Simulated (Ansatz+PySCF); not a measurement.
Values are calculated unless marked as measured or tabulated.
A run of PySCF 2.14.0 on singlet CH4 at this shape:

```xyz
5

C     0.0000    0.0000    0.0000
H     0.5833    0.5833    0.5833
H     0.5833   -0.5833   -0.5833
H    -0.5833    0.5833   -0.5833
H    -0.5833   -0.5833    0.5833
```

Its results:

| Property | Result |
| --- | --- |
| Converged | yes |
| Total energy | -40.14930 hartree |
| Spin squared of the determinant | 0.000 |
| Cycles | 7 |

(1) Which input gives this output? Name the method, the orbitals and the basis set, and write the input.

## Answers

(1) RHF in def2-SVP. An unrestricted run that stays on the closed shell gives the same numbers.

```python
from pyscf import gto, scf

mol = gto.M(atom="""
C 0.000000 0.000000 0.000000
H 0.583270 0.583270 0.583270
H 0.583270 -0.583270 -0.583270
H -0.583270 0.583270 -0.583270
H -0.583270 -0.583270 0.583270
""", basis='def2-svp', charge=0, spin=0)
mf = scf.RHF(mol)
mf.kernel()
print(mf.converged, mf.e_tot, mf.spin_square()[0])
```
